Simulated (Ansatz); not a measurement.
# CH3Cl + Cl: molecular dynamics

Purpose: to follow the two partners and see whether they stay together, part or react. The start is relaxed first. Runs: 500 steps of 0.5 fs under a Langevin thermostat at 500 K. SMILES of the start: [Cl-].CCl.

Program: Ansatz 0.2.0. Level of theory: RKS B3LYP-D4/6-31G*. These are calculated values, not measurements.

## Step 1: The structure to begin with

Bond lengths: C2–Cl3 1.765 Å, C2–H4 1.086 Å, C2–H5 1.086 Å, C2–H6 1.095 Å. Angles: Cl3–C2–H4 107.8°, Cl3–C2–H5 107.9°, Cl3–C2–H6 110.3°, H4–C2–H5 110.6°, H4–C2–H6 110.2°, H5–C2–H6 110.0°.

As a file:

```xyz
6

Cl    0.0472   -0.0706   -2.7970
C    -0.0008    0.1215    0.4638
Cl   -0.1047   -1.2167    1.6097
H     0.9151    0.6665    0.6720
H    -0.8681    0.7582    0.6148
H     0.0112   -0.2589   -0.5633
```

## Step 2: Preparing the start

File input.yaml:

```yaml
crystal:
  periodic: [false, false, false]
  atoms:
    - { symbol: Cl, position_ang: [0.0472, -0.0706, -2.797] }
    - { symbol: C, position_ang: [-0.0008, 0.1215, 0.4638] }
    - { symbol: Cl, position_ang: [-0.1047, -1.2167, 1.6097] }
    - { symbol: H, position_ang: [0.9151, 0.6665, 0.672] }
    - { symbol: H, position_ang: [-0.8681, 0.7582, 0.6148] }
    - { symbol: H, position_ang: [0.0112, -0.2589, -0.5633] }
total_charge: -1
basis:
  gaussian: { orbitals: "6-31G*" }
hamiltonian:
  xc: b3lyp
  dispersion: d4
relax:
  f_tol: 0.02
  max_steps: 40
scf:
  lower_state_search: "off"
```

Run with:

```bash
$ ansatz run input.yaml --threads 1 --pin off --max-ram 2048MiB --backend cpu --events-out ev --progress --plain --runs-dir out
```

After this run come: The run.

Q: Predict the outcome of this session. Wanted: relaxation of the start; temperature, first and last step; temperature, second half; potential energy, second half; bonds formed or broken.

As calculated:

```
                        quantity                          value
         relaxation of the start       11 moves, 0.116 eV lower
                          length            500 steps of 0.5 fs
temperature, first and last step                  417 and 455 K
        temperature, second half  mean 436 K, from 214 to 736 K
   potential energy, second half    +34 meV/atom from the start
          bonds formed or broken                              0
```

Against a set 500 K the second half averages 436 K with a spread of 98 K; 34 meV/atom has gone into potential energy, and a thermostat that acts over some 200 fs has not made it up in 250 fs. The bonds all hold. The partners' closest contact goes from 2.90 to 2.49 Å; so short a run doesn't show whether they stay bound. A run of 250 fs with 6 atoms shows the motion but fixes no equilibrium value. The nuclei move classically, without zero-point motion, which matters most for hydrogen.
